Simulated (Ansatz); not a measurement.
Task: a relaxed scan of one distance of H3NSSi, SMILES N[Si]S, with the Ansatz DFT code, driven from Python. Give the script and its output. Use (for the species named): B3LYP, def2-SVP basis, multiplicity 1.

Contents of `h3nssi.xyz`:
```text
6

N    -1.13300    0.03540   -0.75670
Si   -0.29590   -0.97440    0.22900
S     1.36290    0.22130    0.75750
H    -1.31540    0.94570   -0.25670
H    -0.58880    0.38130   -1.55790
H     2.01240   -0.67320    1.53860
```

`run_relaxed_scan.py`:
```python
"""Relaxed scan of one distance in H3NSSi."""

import warnings

import ansatz as az
import numpy as np


def main() -> None:
    warnings.simplefilter("ignore", az.DeckWarning)

    system = az.Crystal.molecule_from_extxyz("h3nssi.xyz")

    model = system.calculation().basis(gaussian="def2-SVP").functional("b3lyp")
    symbols = [site.symbol for site in system.cartesian_sites]
    pairs = [(0, 1), (0, 3), (0, 4), (1, 2), (2, 5)]
    print("held (A)   E (eV)        ", "  ".join(f"{symbols[i]}{i}-{symbols[j]}{j}" for i, j in pairs))
    for length in [0.97, 1.05, 1.14, 1.27, 1.42]:
        rep = model.relax(constraints=[az.DistanceConstraint((0, 3), at=length)], force_tolerance=0.02, max_steps=60).run(threads=1).report
        xyz = np.array(rep["positions_ang"])
        print(f"{length:6.2f} {rep['free_energy_ev']:14.5f}  ", "  ".join(f"{np.linalg.norm(xyz[i] - xyz[j]):.3f}" for i, j in pairs))


if __name__ == "__main__":
    main()
```

Running `python run_relaxed_scan.py` prints:
```text
held (A)   E (eV)         N0-Si1  N0-H3  N0-H4  Si1-S2  S2-H5
  0.97   -20246.59417   1.727  0.970  1.017  2.192  1.353
  1.05   -20246.63056   1.725  1.050  1.017  2.191  1.352
  1.14   -20246.39860   1.723  1.140  1.017  2.190  1.352
  1.27   -20245.81069   1.719  1.270  1.017  2.188  1.353
  1.42   -20245.01351   1.713  1.420  1.017  2.184  1.353
```

Total energies depend on the basis set; only differences at equal settings carry meaning. The energies are electronic: no zero-point or thermal terms, and the basis set is short of its limit. b3lyp holds the VWN-RPA fit, as in Gaussian; the form of ORCA and Turbomole is b3lyp5. The script silences the warnings on its input, which a real study should read. Run time: 2.2 min on 1 thread of Arm Neoverse V1 (shared host), peak memory 0.21 GiB.
